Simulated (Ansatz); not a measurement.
**C2H3B (SMILES B=C=C): single points off equilibrium**

One table from this session's results is given with a row withheld; the runs are named, their logs left out.

Program: Ansatz 0.2.0, Gaussian basis. Level of theory: single points in def2-TZVPP. These are calculated values, not measurements.

Cores are frozen in the correlated methods.

## The system as given

SMILES `B=C=C`, 6 atoms, charge 0, spin multiplicity 1.

Atoms are counted from 1 here; the program's logs count them from 0.

Bond lengths: B1–C2 1.436 Å, B1–H4 1.136 Å, C2–C3 1.308 Å, C3–H5 1.081 Å, C3–H6 1.078 Å. Angles: C2–B1–H4 155.1°, B1–C2–C3 173.1°, C2–C3–H5 121.7°, C2–C3–H6 120.8°, H5–C3–H6 109.5°.

As a file:

```xyz
6
charge 0, multiplicity 1
B    -1.2968   -0.1562   -0.9468
C    -0.1685    0.0269   -0.0779
C     0.9257    0.0722    0.6376
H    -2.3896   -0.0763   -1.2483
H     1.9041   -0.0096    0.1852
H     0.9856    0.6960    1.5148
```

Set-up of the first run:

The input, run/in.yaml:

```yaml
crystal:
  periodic: [false, false, false]
  atoms:
    - {symbol: B, position_ang: [-1.296800, -0.156200, -0.946800]}
    - {symbol: C, position_ang: [-0.168500, 0.026900, -0.077900]}
    - {symbol: C, position_ang: [0.925700, 0.072200, 0.637600]}
    - {symbol: H, position_ang: [-2.389600, -0.076300, -1.248300]}
    - {symbol: H, position_ang: [1.904100, -0.009600, 0.185200]}
    - {symbol: H, position_ang: [0.985600, 0.696000, 1.514800]}
basis:
  gaussian: {orbitals: def2-TZVPP}
correlation: {method: ccsd_t}
output: {forces: true}
```

No record of the launch command was kept for these runs.

Among the steps run: CCSD(T)/def2-TZVPP; PBE0-D4/def2-TZVPP; wB97M-V/def2-TZVPP; r2SCAN-D4/def2-TZVPP; PBE-D4/def2-TZVPP; BHLYP-D4/def2-TZVPP; CAM-B3LYP-D4/def2-TZVPP.

One table of the session follows, with a row left open; its other results are not shown here.

| method | RMS force component (eV/Å) | angle to CCSD(T) forces (°) | dipole (D) |
| --- | --- | --- | --- |
| CCSD(T) | 1.424 | reference | 0.55 |
| PBE0-D4 | 1.456 | 13.2 | 0.60 |
| wB97M-V | ? | ? | ? |
| r2SCAN-D4 | 1.415 | 11.9 | 0.69 |
| PBE-D4 | 1.415 | 10.3 | 0.73 |
| BHLYP-D4 | 1.508 | 16.9 | 0.47 |
| CAM-B3LYP-D4 | 1.501 | 15.0 | 0.52 |

**Question.** Estimate the row for wB97M-V.

**Answer.** RMS force component (eV/Å): 1.459; angle to CCSD(T) forces (°): 12.3; dipole (D): 0.49. In the column «RMS force component (eV/Å)» it lies between PBE0-D4 (1.456) and CAM-B3LYP-D4 (1.501).
